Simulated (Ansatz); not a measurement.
Name a neutral molecule of C, F, O and H with LUMO energy (PBE0/def2-TZVPP) between 0.65 and 0.95 eV and HOMO–LUMO gap (PBE/def2-TZVPP) between 5.05 and 5.35 eV (Ansatz, PBE0-D4/def2-TZVP geometry).

`OC(F)=C(F)F` (0.66 eV, 5.14 eV); `O/C=C\F` (0.90 eV, 5.34 eV); `CO/C=C/F` (0.90 eV, 5.20 eV); `CC1O/C1=C/F` (0.76 eV, 5.24 eV); `CC/C(O)=C/F` (0.92 eV, 5.18 eV). Other molecules can fit too; these were computed, each in one conformer that needn't be the lowest.
